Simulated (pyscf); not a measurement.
Thermochemistry of product channels of F–GeH•–F + water (H₂O) on the doublet surface, in kcal/mol, from ωB97M-D3(BJ)/def2-TZVP energies (ideal gas, 1 atm, RRHO with modes under 100 cm⁻¹ raised to 100, one conformer, R ln 2 for chiral ones without a mode under 150 cm⁻¹). Optimised with ωB97X-D3(BJ)/def2-SVP in PySCF.

```csv
products,ΔE,ΔH(298 K),ΔG(600 K),ΔG(1200 K)
hydrogen fluoride (HF) + HO–GeH•–F,___,+5.9,+5.8,+4.7
HO–GeH(F)–F + H atom (H•),___,+9.0,+15.4,+19.5
HO–Ge•(F)–F + hydrogen (H₂),-5.8,-8.4,-5.5,-4.4
```

### Question
Complete the blanks.

### Answer

- hydrogen fluoride (HF) + HO–GeH•–F, ΔE: +6.3
- HO–GeH(F)–F + H atom (H•), ΔE: +12.7

These are energies of the channels, which say nothing of barriers. Elements up to Kr have no core potential and no relativistic terms here.
